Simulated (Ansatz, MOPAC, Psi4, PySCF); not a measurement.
System: cyanoethylene, C3H3N, charge 0, multiplicity 1. SMILES: C(C=C)#N
Structure (B3LYP-D3(BJ)/def2-TZVP (Ansatz, an electronic-structure program) minimum search):
```
C
C 1 1.3311
H 2 1.0812 1 120.63
H 2 1.0816 3 117.72 1 -180.00
H 1 1.0836 2 121.31 3 0.00
C 1 1.4256 5 115.74 2 -180.00
N 6 1.1524 5 151.58 1 180.00
```
Charge 0, spin multiplicity 1.

Property: enthalpy of formation at 298 K, in kcal/mol. Conventions: frozen cores in correlated levels; 6-311+G** with 5d; six Cartesian d functions in 6-31G* and its kin unless marked 5d; spin-orbit terms left out; open shells spin-unrestricted; non-relativistic; dispersion terms only where a functional's name holds one. First-principles rows: single points at B3LYP-D3(BJ) geometries (Ansatz), with unscaled harmonic terms from B3LYP/6-31G* at its own minima, enthalpies of formation by atomisation with measured atoms. Semi-empirical rows: MOPAC heats of formation at their own minima for 298 K. The Hartree-Fock reference of C=CC#N is unstable towards a lower, spin-broken solution.

Measured values: G2/97 table in ASE (Curtiss et al.); they hold spin-orbit and core effects, anharmonicity. 

Value to compare with, the measured value: 43.2 kcal/mol.

```json
[
 {"level": "MNDO", "program": "MOPAC", "enthalpy of formation at 298 K (kcal/mol)": "43.8", "error": "0.6"},
 {"level": "PBE/3-21G", "program": "Ansatz", "enthalpy of formation at 298 K (kcal/mol)": "32.4", "error": "-10.8"},
 {"level": "PBE/def2-SVP", "program": "Ansatz", "enthalpy of formation at 298 K (kcal/mol)": "11.4", "error": "-31.8"},
 {"level": "BP86/def2-SVP", "program": "PySCF", "enthalpy of formation at 298 K (kcal/mol)": "11.8", "error": "-31.4"},
 {"level": "BP86/6-31G* (5d)", "program": "PySCF", "enthalpy of formation at 298 K (kcal/mol)": "18.0", "error": "-25.2"},
 {"level": "B3LYP/STO-3G", "program": "Ansatz", "enthalpy of formation at 298 K (kcal/mol)": "-14.3", "error": "-57.5"},
 {"level": "B3LYP/6-31G", "program": "Ansatz", "enthalpy of formation at 298 K (kcal/mol)": "74.8", "error": "31.6"},
 {"level": "B3LYP/6-31G*", "program": "Ansatz", "enthalpy of formation at 298 K (kcal/mol)": "50.3", "error": "7.1"},
 {"level": "B3LYP/def2-SVP", "program": "Ansatz", "enthalpy of formation at 298 K (kcal/mol)": "42.1", "error": "-1.1"},
 {"level": "PBE0/6-31G*", "program": "Ansatz", "enthalpy of formation at 298 K (kcal/mol)": "44.2", "error": "1.0"},
 {"level": "M06-2X/6-31G* (5d)", "program": "PySCF", "enthalpy of formation at 298 K (kcal/mol)": "48.0", "error": "4.8"},
 {"level": "M06-2X/6-311+G**", "program": "PySCF", "enthalpy of formation at 298 K (kcal/mol)": "52.9", "error": "9.7"},
 {"level": "wB97X-D/6-31G*", "program": "Psi4", "enthalpy of formation at 298 K (kcal/mol)": "52.3", "error": "9.1"},
 {"level": "MP2/6-311+G**", "program": "Ansatz", "enthalpy of formation at 298 K (kcal/mol)": "74.5", "error": "31.3"},
 {"level": "B3LYP-D3(BJ)/def2-TZVPD", "program": "Ansatz + dftd3", "enthalpy of formation at 298 K (kcal/mol)": "41.9", "error": "-1.3"}
]
```

Among the 14 habitual levels, B3LYP/STO-3G lies farthest from the measured value (-57.5 kcal/mol); 8 of 14 lie above it, and their mean absolute error is 18.1 kcal/mol, the median 10.2. One case shows no general order.

The levels are drawn from those run, B3LYP/6-31G* more often than the rest, none by its result; runs whose electronic state is in doubt are left out.
